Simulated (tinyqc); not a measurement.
Inside a calculation. Method: Pariser-Parr-Pople SCF with singles CI, for the molecule Nc1cc[nH]c1 (SMILES; centres numbered as the heavy atoms are written). One step of it, computed by the program tinyqc.

Question. Iteration 1: Fock matrix. F_rr = H_rr + P_rr gamma_rr / 2 + sum_(s != r) P_ss gamma_rs; F_rs = H_rs - P_rs gamma_rs / 2; E = tr P (H + F) / 2 + core repulsion sum_(r<s) z_r z_s gamma_rs.

P at the start:
```
           1N         2C         3C         4C         5N         6C
1N   1.900015   0.253509  -0.170967  -0.080018   0.095233  -0.284613
2C   0.253509   1.342315   0.537395   0.073013  -0.206914   0.693986
3C  -0.170967   0.537395   0.984036   0.767551  -0.077727  -0.294187
4C  -0.080018   0.073013   0.767551   0.805682   0.376874  -0.468335
5N   0.095233  -0.206914  -0.077727   0.376874   1.829317   0.335075
6C  -0.284613   0.693986  -0.294187  -0.468335   0.335075   1.138635
```

core matrix H (eV):
```
            1N          2C          3C          4C          5N          6C
1N  -47.622389   -2.170000    0.000000    0.000000    0.000000    0.000000
2C   -2.170000  -47.143612   -2.390000    0.000000    0.000000   -2.390000
3C    0.000000   -2.390000  -43.226767   -2.390000    0.000000    0.000000
4C    0.000000    0.000000   -2.390000  -43.118504   -2.170000    0.000000
5N    0.000000    0.000000    0.000000   -2.170000  -51.216182   -2.170000
6C    0.000000   -2.390000    0.000000    0.000000   -2.170000  -45.186066
```

repulsion gamma_rs (eV):
```
           1N         2C         3C         4C         5N         6C
1N  18.820000   6.146619   4.188656   3.154376   3.282041   4.188656
2C   6.146619  11.730000   5.479411   4.123044   4.489253   5.479411
3C   4.188656   5.479411  11.730000   5.480877   4.488718   4.121732
4C   3.154376   4.123044   5.480877  11.730000   6.146619   4.122592
5N   3.282041   4.489253   4.488718   6.146619  18.820000   6.147509
6C   4.188656   5.479411   4.121732   4.122592   6.147509  11.730000
```

Centres (angstrom, eV; a flat drawing with bonds scaled to 1.40 angstrom):
```
centre          x          y  core charge z          W   gamma_rr
1N       2.159000   0.000000              2  23.380000  18.820000
2C       0.759000   0.000000              1  10.790000  11.730000
3C      -0.064000   1.133000              1  10.790000  11.730000
4C      -1.395000   0.700000              1  10.790000  11.730000
5N      -1.395000  -0.700000              2  23.380000  18.820000
6C      -0.064000  -1.133000              1  10.790000  11.730000
```

Give: F; pi energy.

Answer.

F (eV):
```
         1N       2C       3C       4C       5N       6C
1N  -4.0561  -2.9491   0.3581   0.1262  -0.1563   0.5961
2C  -2.9491  -4.4271  -3.8623  -0.1505   0.4644  -4.2913
3C   0.3581  -3.8623  -4.8215  -4.4934   0.1744   0.6063
4C   0.1262  -0.1505  -4.4934  -5.5338  -3.3283   0.9654
5N  -0.1563   0.4644   0.1744  -3.3283  -5.3713  -3.1999
6C   0.5961  -4.2913   0.6063   0.9654  -3.1999  -4.5712
```

pi energy = -106.6530 eV
